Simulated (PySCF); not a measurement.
## input.py for NaN

File input.py (PySCF 2.14):

```python
from pyscf import gto, dft
from pyscf.geomopt.geometric_solver import optimize

mol = gto.M(
    atom='Na 0 0 0; N 0 0 2.564',
    basis='6-31+g*',
    charge=0,
    spin=2,
    verbose=4,
)
mf = dft.RKS(mol, xc='wb97x')
mf = mf.density_fit(auxbasis='def2-universal-jkfit')
mf.kernel()
g = mf.nuc_grad_method()
g.grid_response = True
mol_eq = optimize(g.as_scanner(), maxsteps=30)
print('optimised geometry (angstrom)')
print(mol_eq.tostring('raw'))
print('orbital energies (hartree):', mf.mo_energy[..., max(0, mol.nelec[1]-3):mol.nelec[0]+3].round(4))
```

```bash
$ OMP_NUM_THREADS=1 python input.py
```

Output (some set-up lines and the per-cycle HOMO/LUMO lines with their warnings removed):

```
PySCF version 2.14.0

[INPUT] Symbol           X                Y                Z      unit          X                Y                Z       unit  Magmom
[INPUT]  1 Na     0.000000000000   0.000000000000   0.000000000000 AA    0.000000000000   0.000000000000   0.000000000000 Bohr   0.0
[INPUT]  2 N      0.000000000000   0.000000000000   2.564000000000 AA    0.000000000000   0.000000000000   4.845257783385 Bohr   0.0

nuclear repulsion = 15.8918273170203
number of shells = 18
number of NR pGTOs = 86
number of NR cGTOs = 40
basis = 6-31+g*
ecp = {}

******** <class 'pyscf.df.df_jk.DFROKS'> ********
method = DFROKS
initial guess = minao
damping factor = 0
level_shift factor = 0
DIIS = <class 'pyscf.scf.diis.CDIIS'>
SCF conv_tol = 1e-09
SCF max_cycles = 50
num. doubly occ = 8  num. singly occ = 2
XC functionals = wb97x
    J.-D. Chai and M. Head-Gordon.,  J. Chem. Phys. 128, 084106 (2008)

grids dens level: 3
tot grids = 32008
******** <class 'pyscf.df.df.DF'> ********
auxbasis = def2-universal-jkfit
Create RSH-DF object <pyscf.df.df.DF object> for omega=0.3
******** <class 'pyscf.df.df.DF'> ********
auxbasis = auxmol.basis = def2-universal-jkfit
init E= -216.43973979164
cycle= 1 E= -216.838983450706  delta_E= -0.399  |g|= 0.17  |ddm|= 0.857
cycle= 2 E= -216.835854923628  delta_E= 0.00313  |g|= 0.196  |ddm|= 0.309
cycle= 3 E= -216.853392419183  delta_E= -0.0175  |g|= 0.0323  |ddm|= 0.177
cycle= 4 E= -216.854114304634  delta_E= -0.000722  |g|= 0.0073  |ddm|= 0.0619
cycle= 5 E= -216.854167349864  delta_E= -5.3e-05  |g|= 0.00545  |ddm|= 0.0529
cycle= 6 E= -216.854277648738  delta_E= -0.00011  |g|= 0.00109  |ddm|= 0.032
cycle= 7 E= -216.854280088863  delta_E= -2.44e-06  |g|= 0.000578  |ddm|= 0.00728
cycle= 8 E= -216.85428061331  delta_E= -5.24e-07  |g|= 0.000162  |ddm|= 0.00268
cycle= 9 E= -216.854280689417  delta_E= -7.61e-08  |g|= 4.32e-05  |ddm|= 0.000822
cycle= 10 E= -216.854280695845  delta_E= -6.43e-09  |g|= 9.11e-06  |ddm|= 0.000256
cycle= 11 E= -216.854280695908  delta_E= -6.26e-11  |g|= 1.46e-06  |ddm|= 2.14e-05
Extra cycle  E= -216.854280695908  delta_E= 1.71e-13  |g|= 1.58e-06  |ddm|= 2.98e-06
converged SCF energy = -216.854280695908
Create scanner for <class 'pyscf.df.grad.roks.Gradients'>
Create scanner for <class 'pyscf.df.df_jk.DFROKS'>
input.py

Current date and time:

#|     Arguments passed to driver run_optimizer():      |#
customengine              <pyscf.geomopt.geometric_solver.PySCFEngine object>
logIni                    <dir>
maxiter                   30
----------------------------------------------------------
Custom engine selected.
Bonds will be generated from interatomic distances less than 1.20 times sum of covalent radii
Creating artificial bond to isolated atom: 1-2
Creating artificial bond to isolated atom: 2-1
6 internal coordinates being used (instead of 6 Cartesians)
Internal coordinate system (atoms numbered from 1):
Distance 1-2
Translation-X 1-2
Translation-Y 1-2
Translation-Z 1-2
Rotation-A 1-2
Rotation-B 1-2
Rotation-C 1-2
<class 'geometric.internal.Distance'> : 1
<class 'geometric.internal.TranslationX'> : 1
<class 'geometric.internal.TranslationY'> : 1
<class 'geometric.internal.TranslationZ'> : 1
<class 'geometric.internal.RotationA'> : 1
<class 'geometric.internal.RotationB'> : 1
<class 'geometric.internal.RotationC'> : 1
> ===== Optimization Info: ====
> Job type: Energy minimization
> Maximum number of optimization cycles: 30
> Initial / maximum trust radius (Angstrom): 0.100 / 0.300
> Convergence Criteria:
> Will converge when all 5 criteria are reached:
>  |Delta-E| < 1.00e-06
>  RMS-Grad  < 3.00e-04
>  Max-Grad  < 4.50e-04
>  RMS-Disp  < 1.20e-03
>  Max-Disp  < 1.80e-03
> === End Optimization Info ===

Geometry optimization cycle 1
Cartesian coordinates (Angstrom)
 Atom        New coordinates             dX        dY        dZ
  Na   0.000000   0.000000   0.000000    0.000000  0.000000  0.000000
   N   0.000000   0.000000   2.564000    0.000000  0.000000  0.000000

WARN: Mole.unit (angstrom) is changed to Bohr

New geometry
   1 Na     0.000000000000   0.000000000000   0.000000000000 AA    0.000000000000   0.000000000000   0.000000000000 Bohr
   2 N      0.000000000000   0.000000000000   2.564000000000 AA    0.000000000000   0.000000000000   4.845257783385 Bohr

******** <class 'pyscf.scf.hf.DFROKS_Scanner'> ********
method = DFROKS_Scanner
initial guess = minao
damping factor = 0
level_shift factor = 0
DIIS = <class 'pyscf.scf.diis.CDIIS'>
SCF conv_tol = 1e-09
SCF max_cycles = 50
num. doubly occ = 8  num. singly occ = 2
XC functionals = wb97x
    J.-D. Chai and M. Head-Gordon.,  J. Chem. Phys. 128, 084106 (2008)

grids dens level: 3
tot grids = 32008
******** <class 'pyscf.df.df.DF'> ********
auxbasis = def2-universal-jkfit
Create RSH-DF object <pyscf.df.df.DF object> for omega=0.3
******** <class 'pyscf.df.df.DF'> ********
auxbasis = auxmol.basis = def2-universal-jkfit
init E= -216.854280695908
cycle= 1 E= -216.854280695908  delta_E= 1.42e-13  |g|= 1.91e-06  |ddm|= 2.45e-06
Extra cycle  E= -216.854280695907  delta_E= 8.81e-13  |g|= 2.33e-06  |ddm|= 2.94e-06
converged SCF energy = -216.854280695907

******** <class 'pyscf.grad.rhf.Gradients_Scanner'> for <class 'pyscf.scf.hf.DFROKS_Scanner'> ********
unit = Eh/Bohr
grid_response = True
--------------- DFROKS_Scanner gradients ---------------
         x                y                z
0 Na     0.0000000000    -0.0000000000    -0.0211688488
1 N     0.0000000000    -0.0000000000     0.0211688489
----------------------------------------------
cycle 1: E = -216.854280696  dE = -216.854  norm(grad) = 0.0299373
Step    0 : Gradient = 2.117e-02/2.117e-02 (rms/max) Energy = -216.8542806959
Hessian Eigenvalues: 5.00000e-02 5.00000e-02 5.00000e-02 ... 5.00000e-02 5.00000e-02 1.00000e-01

Geometry optimization cycle 2
Cartesian coordinates (Angstrom)
 Atom        New coordinates             dX        dY        dZ
  Na  -0.000000   0.000000   0.056010   -0.000000  0.000000  0.056010
   N   0.000000  -0.000000   2.507990    0.000000 -0.000000 -0.056010
New geometry
   1 Na    -0.000000000000   0.000000000000   0.056010360694 AA   -0.000000000000   0.000000000000   0.105844241850 Bohr
   2 N      0.000000000000  -0.000000000000   2.507989636946 AA    0.000000000000  -0.000000000000   4.739413537076 Bohr

******** <class 'pyscf.scf.hf.DFROKS_Scanner'> ********
method = DFROKS_Scanner
initial guess = minao
damping factor = 0
level_shift factor = 0
DIIS = <class 'pyscf.scf.diis.CDIIS'>
SCF conv_tol = 1e-09
SCF max_cycles = 50
num. doubly occ = 8  num. singly occ = 2
XC functionals = wb97x
    J.-D. Chai and M. Head-Gordon.,  J. Chem. Phys. 128, 084106 (2008)

grids dens level: 3
tot grids = 32008
******** <class 'pyscf.df.df.DF'> ********
auxbasis = def2-universal-jkfit
Create RSH-DF object <pyscf.df.df.DF object> for omega=0.3
******** <class 'pyscf.df.df.DF'> ********
auxbasis = auxmol.basis = def2-universal-jkfit
init E= -216.864096499895
cycle= 1 E= -216.858322854629  delta_E= 0.00577  |g|= 0.00811  |ddm|= 0.029
cycle= 2 E= -216.858350496005  delta_E= -2.76e-05  |g|= 0.00288  |ddm|= 0.0168
cycle= 3 E= -216.858354387068  delta_E= -3.89e-06  |g|= 0.00196  |ddm|= 0.00402
cycle= 4 E= -216.858356329001  delta_E= -1.94e-06  |g|= 0.000544  |ddm|= 0.00205
cycle= 5 E= -216.858357108333  delta_E= -7.79e-07  |g|= 0.000135  |ddm|= 0.00279
cycle= 6 E= -216.858357131977  delta_E= -2.36e-08  |g|= 9.14e-05  |ddm|= 0.00102
cycle= 7 E= -216.85835716113  delta_E= -2.92e-08  |g|= 2.34e-05  |ddm|= 0.000603
cycle= 8 E= -216.858357162366  delta_E= -1.24e-09  |g|= 5.39e-06  |ddm|= 0.000116
cycle= 9 E= -216.858357162439  delta_E= -7.22e-11  |g|= 1.68e-06  |ddm|= 2.77e-05
Extra cycle  E= -216.858357162443  delta_E= -4.63e-12  |g|= 1.52e-06  |ddm|= 9.9e-06
converged SCF energy = -216.858357162443

******** <class 'pyscf.grad.rhf.Gradients_Scanner'> for <class 'pyscf.scf.hf.DFROKS_Scanner'> ********
unit = Eh/Bohr
grid_response = True
--------------- DFROKS_Scanner gradients ---------------
         x                y                z
0 Na     0.0000000000    -0.0000000000    -0.0170015375
1 N     0.0000000000    -0.0000000000     0.0170015376
----------------------------------------------
cycle 2: E = -216.858357162  dE = -0.00407647  norm(grad) = 0.0240438
Step    1 : Displace = 5.601e-02/5.601e-02 (rms/max) Trust = 1.000e-01 (=) Grad = 1.700e-02/1.700e-02 (rms/max) E (change) = -216.8583571624 (-4.076e-03) Quality = 1.819
Hessian Eigenvalues: 1.96861e-02 5.00000e-02 5.00000e-02 ... 5.00000e-02 5.00000e-02 5.00000e-02

Geometry optimization cycle 3
Cartesian coordinates (Angstrom)
 Atom        New coordinates             dX        dY        dZ
  Na  -0.000000   0.000000   0.197432   -0.000000  0.000000  0.141421
   N  -0.000000   0.000000   2.366568   -0.000000  0.000000 -0.141421
New geometry
   1 Na    -0.000000000000   0.000000000000   0.197431713876 AA   -0.000000000000   0.000000000000   0.373091867530 Bohr
[part of the log left out]
converged SCF energy = -216.862467768904

******** <class 'pyscf.grad.rhf.Gradients_Scanner'> for <class 'pyscf.scf.hf.DFROKS_Scanner'> ********
unit = Eh/Bohr
grid_response = True
--------------- DFROKS_Scanner gradients ---------------
         x                y                z
0 Na     0.0000000000    -0.0000000000    -0.0003837021
1 N     0.0000000000    -0.0000000000     0.0003837023
----------------------------------------------
cycle 5: E = -216.862467769  dE = -7.77693e-05  norm(grad) = 0.000542637
Step    4 : Displace = 1.223e-02/1.223e-02 (rms/max) Trust = 1.414e-01 (=) Grad = 3.837e-04/3.837e-04 (rms/max) E (change) = -216.8624677689 (-7.777e-05) Quality = 1.140
Hessian Eigenvalues: 5.00000e-02 5.00000e-02 5.00000e-02 ... 5.00000e-02 5.00000e-02 5.55820e-02

Geometry optimization cycle 6
Cartesian coordinates (Angstrom)
 Atom        New coordinates             dX        dY        dZ
  Na  -0.000000   0.000000   0.168207   -0.000000  0.000000  0.001827
   N  -0.000000   0.000000   2.395792   -0.000000  0.000000 -0.001827
New geometry
   1 Na    -0.000000000000   0.000000000000   0.168207492505 AA   -0.000000000001   0.000000000001   0.317866092935 Bohr
   2 N     -0.000000000000   0.000000000000   2.395792487132 AA   -0.000000000000   0.000000000000   4.527391651970 Bohr

******** <class 'pyscf.scf.hf.DFROKS_Scanner'> ********
method = DFROKS_Scanner
initial guess = minao
damping factor = 0
level_shift factor = 0
DIIS = <class 'pyscf.scf.diis.CDIIS'>
SCF conv_tol = 1e-09
SCF max_cycles = 50
num. doubly occ = 8  num. singly occ = 2
XC functionals = wb97x
    J.-D. Chai and M. Head-Gordon.,  J. Chem. Phys. 128, 084106 (2008)

grids dens level: 3
tot grids = 32008
******** <class 'pyscf.df.df.DF'> ********
auxbasis = def2-universal-jkfit
Create RSH-DF object <pyscf.df.df.DF object> for omega=0.3
******** <class 'pyscf.df.df.DF'> ********
auxbasis = auxmol.basis = def2-universal-jkfit
init E= -216.862595190297
cycle= 1 E= -216.862468913409  delta_E= 0.000126  |g|= 0.000514  |ddm|= 0.00139
cycle= 2 E= -216.86246891917  delta_E= -5.76e-09  |g|= 0.000532  |ddm|= 0.000909
cycle= 3 E= -216.862469027709  delta_E= -1.09e-07  |g|= 5.05e-05  |ddm|= 0.000386
cycle= 4 E= -216.862469030057  delta_E= -2.35e-09  |g|= 1.89e-05  |ddm|= 9.11e-05
cycle= 5 E= -216.862469030707  delta_E= -6.5e-10  |g|= 1.02e-05  |ddm|= 0.0001
Extra cycle  E= -216.862469030672  delta_E= 3.52e-11  |g|= 1.08e-05  |ddm|= 9.76e-05
converged SCF energy = -216.862469030672

******** <class 'pyscf.grad.rhf.Gradients_Scanner'> for <class 'pyscf.scf.hf.DFROKS_Scanner'> ********
unit = Eh/Bohr
grid_response = True
--------------- DFROKS_Scanner gradients ---------------
         x                y                z
0 Na     0.0000000000    -0.0000000000     0.0000195709
1 N     0.0000000000    -0.0000000000    -0.0000195708
----------------------------------------------
cycle 6: E = -216.862469031  dE = -1.26177e-06  norm(grad) = 2.76774e-05
Step    5 : Displace = 1.827e-03/1.827e-03 (rms/max) Trust = 2.000e-01 (+) Grad = 1.957e-05/1.957e-05 (rms/max) E (change) = -216.8624690307 (-1.262e-06) Quality = 0.953
Hessian Eigenvalues: 5.00000e-02 5.00000e-02 5.00000e-02 ... 5.00000e-02 5.00000e-02 5.84170e-02

Geometry optimization cycle 7
Cartesian coordinates (Angstrom)
 Atom        New coordinates             dX        dY        dZ
  Na  -0.000000   0.000000   0.168119   -0.000000  0.000000 -0.000089
   N  -0.000000   0.000000   2.395881   -0.000000  0.000000  0.000089
New geometry
   1 Na    -0.000000000001   0.000000000000   0.168118848410 AA   -0.000000000001   0.000000000001   0.317698579872 Bohr
   2 N     -0.000000000000   0.000000000000   2.395881127948 AA   -0.000000000000   0.000000000000   4.527559158836 Bohr

******** <class 'pyscf.scf.hf.DFROKS_Scanner'> ********
method = DFROKS_Scanner
initial guess = minao
damping factor = 0
level_shift factor = 0
DIIS = <class 'pyscf.scf.diis.CDIIS'>
SCF conv_tol = 1e-09
SCF max_cycles = 50
num. doubly occ = 8  num. singly occ = 2
XC functionals = wb97x
    J.-D. Chai and M. Head-Gordon.,  J. Chem. Phys. 128, 084106 (2008)

grids dens level: 3
tot grids = 32008
******** <class 'pyscf.df.df.DF'> ********
auxbasis = def2-universal-jkfit
Create RSH-DF object <pyscf.df.df.DF object> for omega=0.3
******** <class 'pyscf.df.df.DF'> ********
auxbasis = auxmol.basis = def2-universal-jkfit
init E= -216.862463019754
cycle= 1 E= -216.862469033631  delta_E= -6.01e-06  |g|= 2.12e-05  |ddm|= 0.000135
cycle= 2 E= -216.86246903358  delta_E= 5.06e-11  |g|= 1.95e-05  |ddm|= 0.000135
Extra cycle  E= -216.862469033446  delta_E= 1.34e-10  |g|= 2.05e-05  |ddm|= 0.00015
converged SCF energy = -216.862469033446

******** <class 'pyscf.grad.rhf.Gradients_Scanner'> for <class 'pyscf.scf.hf.DFROKS_Scanner'> ********
unit = Eh/Bohr
grid_response = True
--------------- DFROKS_Scanner gradients ---------------
         x                y                z
0 Na     0.0000000000     0.0000000000    -0.0000004729
1 N     0.0000000000    -0.0000000000     0.0000004723
----------------------------------------------
cycle 7: E = -216.862469033  dE = -2.77424e-09  norm(grad) = 6.6842e-07
Step    6 : Displace = 8.864e-05/8.864e-05 (rms/max) Trust = 2.828e-01 (+) Grad = 4.726e-07/4.729e-07 (rms/max) E (change) = -216.8624690334 (-2.774e-09) Quality = 0.846
Hessian Eigenvalues: 5.00000e-02 5.00000e-02 5.00000e-02 ... 5.00000e-02 5.00000e-02 5.84170e-02
Converged! =D

    #| If this code has benefited your research, please support us by citing: |#
    #| Wang, L.-P.; Song, C.C. (2016) "Geometry optimization made simple with |#
    #| translation and rotation coordinates", J. Chem, Phys. 144, 214108.     |#
    #|                                     |#
optimised geometry (angstrom)
Na         -0.00000000        0.00000000        0.16811885
N          -0.00000000        0.00000000        2.39588113
orbital energies (hartree): [-1.2976 -0.6873 -0.2381 -0.0879 -0.0879 -0.0128  0.0187  0.0187]
```

In short: E(SCF) = -216.854281 Eh, 11 cycles, all at the start geometry; optimised bond 2.228 Å with E = -216.862469 Eh after 7 steps.

It ran on Arm Neoverse V1 (1 thread, shared host) in 17 s.

The last line lists the levels of the start geometry. No search for the lowest solution was made.
